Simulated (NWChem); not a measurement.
Total energies of Al

```
Al
```
Charge 0, spin multiplicity 2.

Program: NWChem.

Basis set: cc-pVDZ (18 functions).

```tsv
method	total energy (Ha)
UHF	-241.87351
UMP2	-241.90408
UB2PLYP	-242.24435
UPBE	-242.22270
UB3LYP	-242.38286
UCAM-B3LYP	-242.36299
```

Total energies of different functionals aren't comparable as a measure of quality: only differences taken within one method are. 

The correlated methods keep 5 core orbitals frozen. B3LYP has NWChem's definition, with VWN1-RPA local correlation. The stability of the SCF solutions was not checked. Open-shell Hartree-Fock references start from PBE0 orbitals.
